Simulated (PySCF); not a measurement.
# How the numerical set-up moves the result for SiH

Which parts of the numerical set-up matter for SiH? Each run edits the base script.

Program: PySCF 2.14.0. Level of theory: method and basis as typed in the scripts. These are calculated values, not measurements.

1 further run of the same task is left out (it didn't finish).

### 1 The starting structure

SiH: 2 atoms, charge 0, spin multiplicity 2.

Bond lengths: Si1–H2 1.292 Å.

### 2 The run that the others are compared with

input.py reads:

```python
from pyscf import gto, dft

mol = gto.M(
    atom='Si 0 0 0; H 0 0 1.292',
    basis='def2-tzvp',
    charge=0,
    spin=1,
    verbose=3,
)
mf = dft.UKS(mol, xc='r2scan')
mf.kernel()
mf.dip_moment()
print('orbital energies (hartree):', [e[max(0, n-3):n+3].round(4) for e, n in zip(mf.mo_energy, mol.nelec)])
```

Started as:

```
> OMP_NUM_THREADS=1 python input.py
```

Its log is not repeated here.

Base result: E(SCF) = -289.933733 Eh, ⟨S²⟩ = 0.761, μ = 0.69 D.

The bond length is a typed value, not an optimised one.

### 3 Integration grid (50, 194)

Variant 1 changes integration grid: default → (50, 194).

input.py reads:

```python
from pyscf import gto, dft

mol = gto.M(
    atom='Si 0 0 0; H 0 0 1.292',
    basis='def2-tzvp',
    charge=0,
    spin=1,
    verbose=3,
)
mf = dft.UKS(mol, xc='r2scan')
mf.grids.atom_grid = (50, 194)
mf.kernel()
mf.dip_moment()
print('orbital energies (hartree):', [e[max(0, n-3):n+3].round(4) for e, n in zip(mf.mo_energy, mol.nelec)])
```

Started as:

```
> OMP_NUM_THREADS=1 python input.py
```

### 4 Spin-free X2C on

Variant 2 changes spin-free X2C: off → on.

input.py, as its differences from that of step 2:

```diff
@@ -10,2 +10,3 @@
 mf = dft.UKS(mol, xc='r2scan')
+mf = mf.sfx2c1e()
 mf.kernel()
```

### 5 X2c-tzvpall (X2C on)

Variant 3 changes basis set: def2-tzvp → x2c-tzvpall; spin-free X2C: off → on.

input.py, as its differences from that of step 2:

```diff
@@ -4,3 +4,3 @@
     atom='Si 0 0 0; H 0 0 1.292',
-    basis='def2-tzvp',
+    basis='x2c-tzvpall',
     charge=0,
@@ -10,2 +10,3 @@
 mf = dft.UKS(mol, xc='r2scan')
+mf = mf.sfx2c1e()
 mf.kernel()
```

### 6 Integration grid (99, 590)

Variant 4 changes integration grid: default → (99, 590).

input.py, as its differences from that of step 2:

```diff
@@ -10,2 +10,3 @@
 mf = dft.UKS(mol, xc='r2scan')
+mf.grids.atom_grid = (99, 590)
 mf.kernel()
```

**Question.** What will these runs give? Wanted: for each run, E(SCF); from base; gap, α spin; SCF dipole.

The runs gave:

| run | E(SCF) (hartree) | from base (eV) | gap, α spin (eV) | SCF dipole (D) | functions |
| --- | --- | --- | --- | --- | --- |
| base | -289.933733 | 0 | 0.84 | 0.69 | 43 |
| integration grid (50, 194) | -289.933994 | -0.0071 | 0.85 | 0.69 | 43 |
| spin-free X2C on | -290.478876 | -14.8341 | 0.84 | 0.68 | 43 |
| x2c-tzvpall (X2C on) | -290.541469 | not comparable | 0.84 | 0.68 | 43 |
| integration grid (99, 590) | -289.933747 | -0.0004 | 0.84 | 0.69 | 43 |

**Reading.** Of the runs whose energies can be compared, “spin-free X2C on” moves the SCF energy most (-14.834 eV). Scalar relativity lowers the total energy by 14.83 eV, nearly all of it in the inner shells; a basis contracted without relativity catches only part of it.
